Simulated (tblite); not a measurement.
Compound: C4H7PS.
Atom-mapped SMILES: `[CH2:1]=[CH:2][PH:3](=[S:4])[CH:5]=[CH2:6]` (hydrogens: H7, H8 on C1; H9 on C2; H10 on P3; H11 on C5; H12, H13 on C6)

Computed geometry: GFN2-xTB, gas phase.

(1) Give the optimised bond lengths and angles.

Results:

(1) 
```tsv
bond	length (Å)
C1=C2, C5=C6	1.323
C2–P3, P3–C5	1.808
P3=S4	1.936
C1–H7, C6–H12	1.079
C1–H8, C6–H13	1.078
C2–H9, C5–H11	1.084
P3–H10	1.399
```

Bonds in one row agree within 0.01 Å and their mean is given. A selection of angles:
```tsv
angle	degrees
C2–C1–H7	121.5
C2–C1–H8	122.0
H7–C1–H8	116.4
C1–C2–P3	123.2
C1–C2–H9	122.3
P3–C2–H9	114.1
C2–P3–S4	113.6
C2–P3–C5	106.4
C2–P3–H10	102.5
S4–P3–H10	117.0
H12–C6–H13	116.6
```

Torsions: C1–C2–P3–S4 114° (anticlinal); C2–P3–C5–C6 121° (anticlinal).

P3 (phosphorus bonded to 2 C, S and H) is distorted tetrahedral (angles from 102.3° to 117.0°). Of the pairs four or more bonds apart, H10···H12 is among the closest relative to their van der Waals radii: 2.50 Å, 104 % of the sum of Bondi's values.

Point group: Cs (every atom within 0.08 Å of its image). Its GFN2-xTB frequencies are all real (lowest 43 cm⁻¹). One conformer, not necessarily the lowest. 3 starts were optimised and ended at 0.00, 0.17 and 0.43 kcal/mol (GFN2-xTB); the lowest of these is shown.
